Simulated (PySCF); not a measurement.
Compound: C2HF2O2 (doublet state).
Z-matrix (Å and degrees, GFN2-xTB geometry), rows numbered from 1:
```
O 
C   1  1.2123
O   2  1.3453  1  124.17
C   2  1.4342  1  124.06  3   179.98
F   4  1.3125  2  123.23  1    -0.01
F   4  1.3151  2  124.56  1   179.87
H   3  0.9700  2  109.64  1     0.05
```

The hyperfine couplings belong to this conformer and change with its torsions.

As a line formula: `[C](C(=O)O)(F)F` [radical].

Theory: UKS B3LYP, pcH-1 on C F H O, non-relativistic, mean-field spin-orbit, GIAO (PySCF). Geometry: GFN2-xTB, one conformer, isolated molecule. Couplings are sensitive to structure, and on GFN2-xTB geometries they can be far from those on DFT ones. No stability test was run, so a lower SCF solution isn't excluded.

(1) Give the principal g shifts and their parts.

(2) What effective moment and Curie constant follow for a powder?

(3) At 9.651 GHz, how far is the centre of the isotropic spectrum from where a free electron (g = 2.002319) resonates?

(4) In a frozen sample, at which fields do the three g values resonate at 9.5, 34, 94 and 263 GHz (hyperfine left aside), and which band first spreads them over more than twice a line width of 0.3 mT?

## Answers

(1) 
```
                    Δg (ppm)     1     2     3
relativistic mass correction  -275  -275  -275
            gauge correction    -7    59    55
   orbital Zeeman/spin–orbit  -161  3692  4594
                       total  -443  3476  4374
```

So g = 2.00188, 2.00579, 2.00669 and g_iso = 2.00479; the tensor is rhombic: the two nearest values differ by 19 % of g3 − g1. Axes: g1 is normal to the molecular plane and g3 points within 14° of the C2–C4 bond.

(2) With the mean of g² = 4.0192 and S(S+1) = 0.75: μ_eff = √(⟨g²⟩S(S+1)) = 1.736 μB and χT = 0.12505·⟨g²⟩·S(S+1) = 0.377 cm³ K/mol (cgs; spin-Hamiltonian part alone).

(3) B = hν/(g μB) with μB/h = 13.99624 MHz/mT gives 344.37 mT for the free electron and 343.95 mT at g_iso, 0.42 mT lower.

(4) 
```
band    GHz  B(g3) mT  B(g2) mT  B(g1) mT  spread mT
   X    9.5    338.24    338.40    339.06       0.81
   Q   34.0   1210.56   1211.10   1213.47       2.91
   W   94.0   3346.84   3348.34   3354.90       8.05
   J  263.0   9364.04   9368.23   9386.57      22.53
```

The spread grows in proportion to the frequency. X band is the first where it exceeds 0.6 mT.

The Mulliken spin populations are largest on C4 (+0.69), O1 (+0.20) and F6 (+0.06). The angles at C4 add up to 360.0°, so it is planar.

The HOMO–LUMO gaps are 7.37 eV among the α and 5.06 eV among the β orbitals.
